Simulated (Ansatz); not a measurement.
Total energies of Al2H4O, SMILES `[OH][AlH][AlH2]`.

| atom | x (Å) | y (Å) | z (Å) |
| --- | --- | --- | --- |
| O1 | -1.110 | -1.578 | 0.584 |
| Al2 | -0.674 | 0.071 | 0.623 |
| Al3 | 1.275 | 0.675 | -0.967 |
| H4 | -1.815 | -1.942 | 1.119 |
| H5 | -1.497 | 1.022 | 1.609 |
| H6 | 1.023 | 1.135 | -2.473 |
| H7 | 2.797 | 0.616 | -0.495 |

The species carries charge 0 and has multiplicity 1. All single points use the PBE0-D4/def2-TZVP geometry. It is one conformer, not always the lowest. Basis def2-TZVPP, Ansatz 0.2.0.

RPA on PBE orbitals: Hartree–Fock energy of these orbitals -561.06680 Eh, correlation -0.71038 Eh (frozen core).

| functional | energy without D4 (Eh) | D4 term (kJ/mol) |
| --- | --- | --- |
| LDA (SPW92) | -559.87456 | – |
| PBE | -562.19467 | -9.4 |
| revPBE | -562.42672 | -24.3 |
| BLYP | -562.55046 | -20.0 |
| r2SCAN | -562.46162 | -2.2 |
| B97M-V | -562.42488 | – |
| PBE0 | -562.24335 | -8.1 |
| B3LYP | -562.61192 | -15.4 |
| r2SCANh | -562.45318 | -2.4 |
| r2SCAN0 | -562.44128 | -2.7 |
| HSE06 (plane-wave form) | -562.22727 | -7.7 |
| BHLYP | -562.52594 | -13.6 |
| CAM-B3LYP | -562.54501 | -8.4 |
| LC-ωPBE | -562.34774 | – |
| ωB97X-V | -562.45203 | – |
| ωB97M-V | -562.48917 | – |
| B2PLYP | -562.27439 | – |
| PBE-QIDH | -562.05657 | – |

B3LYP takes the VWN-RPA correlation (the form of Gaussian; ORCA's B3LYP/G). HSE06 is the plane-wave form, built on full-range PBE exchange. The double hybrids freeze the cores in their second-order part.

LC-ωPBE has ω = 0.4 bohr⁻¹.
